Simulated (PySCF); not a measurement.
**CH3F (fluoromethane): PBE0/STO-6G**

What is the energy change on altering one bond length of CH3F (fluoromethane) at PBE0/STO-6G? 

The calculation is run with PySCF 2.14.0.

8 further runs of the same task are left out: 1 that didn't finish, 7 set aside as unsound or not needed.

### 1 The structure to begin with

CH3F has 5 atoms, charge 0, and is taken as a singlet. SMILES: `CF`. The shape is that of a PBE0-D4/def2-TZVP optimisation.

Bond lengths: C1–F2 1.376 Å, C1–H3 1.092 Å, C1–H4 1.092 Å, C1–H5 1.092 Å. Angles: F2–C1–H3 109.1°, F2–C1–H4 109.1°, F2–C1–H5 109.1°, H3–C1–H4 109.9°, H3–C1–H5 109.9°, H4–C1–H5 109.9°.

### 2 The energy at PBE0/STO-6G

geometry.xyz reads:

```xyz
5
CH3F
C     -0.050700     0.032900     0.007800
F      1.094100    -0.710500    -0.168600
H     -0.918700    -0.626900    -0.058000
H     -0.104800     0.796000    -0.772000
H     -0.019800     0.508500     0.990700
```

job.py reads:

```python
# CF
from pyscf import gto, dft

mol = gto.Mole()
mol.atom = 'geometry.xyz'
mol.max_memory = 1860
mol.basis = 'sto-6g'
mol.spin = 0
mol.charge = 0
mol.verbose = 3
mol.build()

ks = dft.RKS(mol)
ks.xc = 'pbe0'
ks.grids.level = 5
ks.conv_tol = 1e-10
ks.kernel()
if not ks.converged:
    ks = ks.newton().run(ks.mo_coeff, ks.mo_occ)

energy = ks.e_tot
print(f'total energy: {energy:.8f} hartree')
```

On the command line:

```console
$ OMP_NUM_THREADS=1 python job.py
```

The program printed:

```text
converged SCF energy = -138.988180400495
total energy: -138.98818040 hartree
```

Wall time 2.1 s (1 thread of Arm Neoverse V1, shared host); peak memory 0.17 GiB.

### 3 The distorted shape, same level

input.py reads:

```python
from pyscf import gto, dft

mol = gto.Mole()
mol.atom = '''
C     -2.691902     1.747999     0.414767
F      2.067549    -1.342650    -0.318608
H     -4.332184     0.501157     0.290423
H     -2.794136     3.190049    -1.058842
H     -2.633509     2.646752     2.272178
'''
mol.max_memory = 1860
mol.verbose = 3
mol.spin = 0
mol.unit = 'bohr'
mol.basis = 'sto-6g'
mol.build()

mf = dft.RKS(mol, xc='pbe0')
mf.grids.level = 5
mf.conv_tol = 1e-10
mf.kernel()
if not mf.converged:
    mf = mf.newton().run(mf.mo_coeff, mf.mo_occ)

e_final = mf.e_tot
print('Final energy', e_final)
```

On the command line:

```console
$ OMP_NUM_THREADS=1 python input.py
```

The program printed:

```text
converged SCF energy = -138.697654104293
Final energy -138.69765410429278
```

It took 6 s on 1 thread of Arm Neoverse V1, shared host; peak memory 0.17 GiB.

### 4 Results

At PBE0/STO-6G:

```
                                                         quantity          value
                                        first shape: total energy  -138.98818 Eh
                                       first shape: dipole moment         1.01 D
                                         first shape: HOMO energy       -5.45 eV
                                         first shape: LUMO energy        9.09 eV
                                       first shape: HOMO–LUMO gap       14.54 eV
                                    distorted shape: total energy  -138.69765 Eh
                                   distorted shape: dipole moment         1.77 D
                                     distorted shape: HOMO energy       -4.29 eV
                                     distorted shape: LUMO energy       -2.30 eV
                                   distorted shape: HOMO–LUMO gap        1.99 eV
energy change with the C1–F2 bond stretched from 1.376 to 3.028 Å       7.906 eV
```

**Reading.** One bond (distorted shape) is far stretched, which a spin-restricted single reference describes badly; a broken-symmetry solution may lie lower. With the C1–F2 bond stretched from 1.376 to 3.028 Å the energy rises by 7.91 eV (182 kcal/mol). The first shape isn't relaxed at this level, so the change isn't measured from a minimum. A restricted reference can't describe the breaking bond well at this length. The minimal basis adds a large error of its own. Mulliken charges (distorted shape) run from -0.20 on C1 to +0.09 on H3.
